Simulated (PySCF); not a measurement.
water (H2O), SMILES O.

The structure is a stationary point at B3LYP-D3(BJ)/def2-TZVPD.

These are PySCF with TDDFT-LC-ωPBE/def2-TZVPD values and carry that method's errors.

Vertical excitations.  State labels are in the subgroup C2v.

| state | symmetry | energy (eV) | λ (nm) | f | main pairs |
|---|---|---|---|---|---|
| S1 | B1 | 7.68 | 161 | 0.051 | HOMO→LUMO 94 % |
| S2 | A2 | 9.40 | 132 | 0.000 | HOMO→LUMO+1 88 % |
| S3 | A1 | 9.80 | 127 | 0.091 | HOMO−1→LUMO 85 % |
| S4 | B1 | 10.31 | 120 | 0.006 | HOMO→LUMO+3 94 % |
| S5 | A1 | 10.65 | 116 | 0.006 | HOMO→LUMO+2 89 % |
| S6 | B2 | 11.55 | 107 | 0.010 | HOMO−1→LUMO+1 92 % |
| S7 | A2 | 11.56 | 107 | 0.000 | HOMO→LUMO+4 87 % |
| S8 | B1 | 12.26 | 101 | 0.018 | HOMO−1→LUMO+2 58 %, HOMO→LUMO+5 37 % |
| S9 | B1 | 12.40 | 100 | 0.015 | HOMO→LUMO+5 58 %, HOMO−1→LUMO+2 38 % |
| S10 | A1 | 12.51 | 99 | 0.016 | HOMO−1→LUMO+3 89 % |
| T1 | B1 | 7.17 | 173 | 0 | HOMO→LUMO 89 % |
| T2 | A2 | 9.16 | 135 | 0 | HOMO→LUMO+1 82 % |
| T3 | A1 | 9.23 | 134 | 0 | HOMO−1→LUMO 88 % |
| T4 | A1 | 9.92 | 125 | 0 | HOMO→LUMO+2 93 % |
Triplets are in the Tamm–Dancoff approximation, which puts them higher than full response would, so one can lie above its singlet here.
